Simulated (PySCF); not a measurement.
**Bond curve of AlH**

Set-up: basis Al cc-pV(T+d)Z, H cc-pVTZ; no relativity; PySCF 2.14. Energies in eV from Al + H in their ground configurations at the same level. State: ¹Σ⁺ (singlet), closed shell.

```csv
R (Å),PW91,PBE0
1.432,-2.658,-2.629
1.498,-2.855,-2.823
1.565,-2.972,-2.936
1.615,-3.018,-2.977
1.665,-3.035,-2.990
1.715,-3.029,-2.978
1.782,-2.991,-2.933
1.865,-2.908,-2.839
1.965,-2.771,-2.689
2.098,-2.549,-2.448
```

Question: Put a parabola through the three lowest points of the PW91 curve and estimate Re, k and ωe (reduced mass 0.9715 u; 1 eV/Å² = 0.16022 mdyn/Å; ωe = 1302.8·√(k/μ) cm⁻¹).

Answer: Through R = 1.615, 1.665, 1.715 Å the second-order coefficient is 4.60 eV/Å², so Re ≈ 1.677 Å, k ≈ 1.47 mdyn/Å and ωe ≈ 1605 cm⁻¹. A polynomial fit of higher order to the unrounded PW91 energies gives Re = 1.675 Å, k = 1.45 mdyn/Å, ωe = 1591 cm⁻¹; anharmonicity and rounding make the difference.

The higher-order fit for each curve: PW91: Re = 1.675 Å, ωe = 1591 cm⁻¹, De = 3.04 eV; PBE0: Re = 1.664 Å, ωe = 1642 cm⁻¹, De = 2.99 eV.
